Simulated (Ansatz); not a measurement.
Relaxation of BClH$_{2}$O (5 atoms, charge 0, multiplicity 1), to a largest force component of 0.02 eV/Å in at most 40 steps.

The calculation used RKS PBE-D4/def2-SVP (Ansatz 0.2.0).

```xyz
5
Properties=species:S:1:pos:R:3
B 0.000 0.000 0.000
Cl 0.000 0.000 1.860
H 1.030 0.000 -0.595
O -1.221 0.000 -0.705
H -1.731 -0.847 -0.496
```

Question: Where does it end, and by what steps?

Answer: The run converged. After 7 steps the energy has fallen by 0.604 eV; H5 moved furthest, 0.39 Å.

```csv
step,energy less start (eV),largest force component (eV/Å),accepted
0,0.0000,2.117,yes
1,-0.2643,2.168,yes
2,-0.4431,2.440,yes
3,-0.5270,1.344,yes
4,-0.5959,0.839,yes
5,-0.5979,0.536,yes
6,-0.6031,0.102,yes
7,-0.6037,0.009,yes
```

```xyz
5
Properties=species:S:1:pos:R:3
B 0.015 -0.064 -0.033
Cl -0.079 -0.118 1.742
H 1.062 0.218 -0.571
O -1.062 -0.333 -0.800
H -1.857 -0.550 -0.275
```

Time of the run: 21 s on 1 thread of Intel(R) Xeon(R) Platinum 8259CL CPU @ 2.50GHz (Skylake/Cascade Lake), on a shared host, peak memory 0.14 GiB.
